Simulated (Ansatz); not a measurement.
# AlP₂H (quintet): from Hartree-Fock to the top rungs, cc-pVDZ

One table from this session's results is given with a row withheld; the runs are named, their logs left out.

The runs use Ansatz 0.2.0, Gaussian basis; cc-pVDZ, core rule «outside noble gas», up to 15 orbitals frozen.

To be run: UHF; CCSD(T) on ROHF; CCSD(T) on UHF; BCCD(T) on ROHF; CISD; CCSDT(Q) on ROHF; CCSDT(Q) on UHF.

28 further runs of the same task are left out: 4 for a known fault of the program, 7 that didn't finish, 17 set aside as unsound or not needed.

## What is computed

The geometry is a PBE0/def2-TZVP stationary point (not a proven minimum) of the parent state, kept for this charge and spin.

4 atoms, charge 0, spin multiplicity 5.

Atoms are counted from 1 here; the program's logs count them from 0.

Bond lengths: Al1–P2 2.256 Å, Al1–P3 2.256 Å, Al1–H4 1.569 Å, P2–P3 2.130 Å. Angles: P2–Al1–P3 56.3°, P2–Al1–H4 151.8°, P3–Al1–H4 151.8°, Al1–P2–P3 61.8°, Al1–P3–P2 61.8°.

Set-up of the first run:

Input file in.yaml:

```yaml
crystal:
  periodic: [false, false, false]
  atoms:
    - {symbol: Al, position_ang: [0.000000, 0.000000, 1.352626]}
    - {symbol: P, position_ang: [0.000000, 1.064756, -0.636684]}
    - {symbol: P, position_ang: [0.000000, -1.064755, -0.636684]}
    - {symbol: H, position_ang: [0.000000, 0.000000, 2.921863]}
basis:
  gaussian: {orbitals: cc-pVDZ}
magnetization: {spin_polarized: true, initial_magnetization: 4}
hamiltonian: {xc: hf}
output: {orbitals: {seedname: orbitals}}
```

On the command line:

```console
ansatz run in.yaml --threads 1 --pin off --events-out ev --progress --plain --max-ram 2393MiB
```

Steps of the session up to this table: UHF; CCSD(T) on ROHF; CCSD(T) on UHF; BCCD(T) on ROHF; CISD; CCSDT(Q) on ROHF; CCSDT(Q) on UHF.

One of the session's tables, all rows but one given; the rest of the session is left out.

It belongs to the step «Misses and costs». 

```
   method  from UCCSDT(Q) (kJ/mol)
     ROHF                        ?
      UHF                   +745.1
     RMP2                   +136.3
     UMP2                   +146.1
     CISD                   +115.8
    RCCSD                    +37.0
    UCCSD                    +35.9
 RCCSD(T)                     +7.2
 UCCSD(T)                     +7.4
  BCCD(T)                     +7.2
   RCCSDT                     +2.7
   UCCSDT                     +2.5
RCCSDT(Q)                      0.0
UCCSDT(Q)                        0
```

Q: Estimate the row for ROHF from the others.

The run gave: from UCCSDT(Q) (kJ/mol): +780.8. In the column «from UCCSDT(Q) (kJ/mol)» it is the highest.

Limits of these values: Restricted and unrestricted rows rest on different reference determinants; where their highest levels disagree by more than a few hundredths of an eV, they describe different states and don't form one ladder.
